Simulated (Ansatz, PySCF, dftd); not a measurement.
Species: C$_{4}$H$_{6}$, charge 0, singlet. C4H6 (buta-1,3-diene, SMILES C=CC=C).
B3LYP-D3(BJ)/def2-TZVP minimum from Ansatz (a program for electronic structure):
```xyz
10

C      0.5975     1.7431     0.0042
C      0.5995     0.4091     0.0007
C     -0.5995    -0.4091    -0.0007
C     -0.5975    -1.7431    -0.0042
H      1.5168     2.3130     0.0051
H     -0.3292     2.3053     0.0062
H      1.5464    -0.1238    -0.0012
H     -1.5464     0.1238     0.0012
H      0.3292    -2.3053    -0.0062
H     -1.5168    -2.3130    -0.0051
```
Charge 0, spin multiplicity 1.

Wanted: enthalpy of formation at 298 K (by atomisation, with ideal-gas terms from PySCF's Hessian at B3LYP-D3(BJ)/def2-TZVP and the atoms' measured values of the G2/97 table; no spin-orbit terms), in kcal/mol. UHF or UKS for unpaired electrons; spin-orbit terms are left out. Correlated methods leave the cores frozen. Rows without X2C or -DK are non-relativistic. CBS(X,Y): correlation extrapolated as X^-3, Hartree-Fock from the larger set. A bracket is a step between two methods taken in the basis named. Functionals run without relativity, which enters their misses. '+ core + X2C': CCSD(T) terms for core correlation (cc-pwCVTZ) and scalar relativity (cc-pVTZ-DK). For partners of very few electrons the exact lower level stands in for a higher one. The restricted determinant of C4H6 (C=CC=C, singlet) is unstable towards broken spin symmetry in at least one set run.

Measured: 26.3 kcal/mol, 110.0 kJ/mol (G2/97 table in ASE (Curtiss et al.)); atomic spin-orbit terms, which the calculations lack, would raise the computed values.

```tsv
level	program	enthalpy of formation at 298 K (kcal/mol)	error against that value
HF/cc-pVDZ	Ansatz	291.0	264.7
r2SCAN-D3(BJ)/def2-TZVPD	Ansatz + dftd3	25.1	-1.2
r2SCAN/def2-TZVPD	Ansatz	26.2	-0.1
PBE0-D4/def2-TZVPD	Ansatz + dftd4	19.3	-7.0
PBE0/def2-TZVPD	Ansatz	22.3	-4.0
CAM-B3LYP/def2-TZVPD	Ansatz	27.5	1.2
CCSD/cc-pVTZ	Ansatz	67.0	40.7
CCSDT(Q)/cc-pVDZ	Ansatz	98.1	71.8
CCSD(T)/CBS(cc-pVTZ,cc-pVQZ) + [CCSDT(Q) - CCSD(T)]/cc-pVDZ + core + X2C	Ansatz	25.6	-0.7
```
